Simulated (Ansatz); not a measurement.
# AlNH₃ (quartet): from Hartree-Fock to the top rungs at distance Al1–H4 along a hydrogen transfer = 1.759 Å, cc-pVTZ

One table from this session's results is given with a row withheld; the runs are named, their logs left out.

Computed with Ansatz 0.2.0, Gaussian basis. Level: cc-pVTZ, core rule «outside noble gas», up to 6 orbitals frozen.

The runs, in order: UHF; CCSD(T) on ROHF; CCSD(T) on UHF; BCCD(T) on ROHF; CCSDT(Q) on ROHF; CCSDT(Q) on UHF; CASSCF and NEVPT2, 5 electrons in 5 orbitals.

5 further runs of the same task are left out: 5 for a known fault of the program.

## What is computed

The geometry derives from fragments relaxed apart (PBE0/def2-TZVP) and kept rigid, so it is no stationary point. A hydrogen atom is moved between rigid fragments.

5 atoms, charge 0, spin multiplicity 4.

Atoms are counted from 1 here; the program's logs count them from 0.

Bond lengths: Al1–H2 1.586 Å, Al1–H3 1.586 Å, Al1–H4 1.759 Å, H4–N5 1.272 Å. Angles: H2–Al1–H3 120.0°, H2–Al1–H4 120.0°, H3–Al1–H4 120.0°, Al1–H4–N5 180.0°.

The first run:

The input, in.yaml:

```yaml
crystal:
  periodic: [false, false, false]
  atoms:
    - {symbol: Al, position_ang: [-0.968572, 0.000000, 0.000000]}
    - {symbol: H, position_ang: [-1.761495, 1.373384, 0.000000]}
    - {symbol: H, position_ang: [-1.761495, -1.373384, 0.000000]}
    - {symbol: H, position_ang: [0.790428, 0.000000, 0.000000]}
    - {symbol: N, position_ang: [2.062428, 0.000000, 0.000000]}
basis:
  gaussian: {orbitals: cc-pVTZ}
magnetization: {spin_polarized: true, initial_magnetization: 3}
hamiltonian: {xc: hf}
output: {orbitals: {seedname: orbitals}}
```

Command:

```bash
$ ansatz run in.yaml --threads 1 --pin off --events-out ev --progress --plain --max-ram 2816MiB --backend cpu
```

Among the steps run: UHF; CCSD(T) on ROHF; CCSD(T) on UHF; BCCD(T) on ROHF; CCSDT(Q) on ROHF; CCSDT(Q) on UHF; CASSCF and NEVPT2, 5 electrons in 5 orbitals.

One of the session's tables, all rows but one given; the rest of the session is left out.

```
     method  from UCCSDT(Q) (meV)
       ROHF               +7489.9
        UHF               +7098.7
       RMP2               +1278.7
       UMP2               +1336.4
      RCCSD                +234.7
      UCCSD                +224.0
   RCCSD(T)                 +41.3
   UCCSD(T)                 +39.9
    BCCD(T)                 +41.3
     RCCSDT                     ?
     UCCSDT                  +7.2
  RCCSDT(Q)                  +3.3
  UCCSDT(Q)                     0
CASSCF pair               +6720.9
NEVPT2 pair               +1288.5
```

**Question.** Estimate the row for RCCSDT.

As computed: from UCCSDT(Q) (meV): +10.8. In the column «from UCCSDT(Q) (meV)» it lies between UCCSDT (+7.2) and UCCSD(T) (+39.9).

Caveats from the session: Restricted and unrestricted rows rest on different reference determinants; where their highest levels disagree by more than a few hundredths of an eV, they describe different states and don't form one ladder.
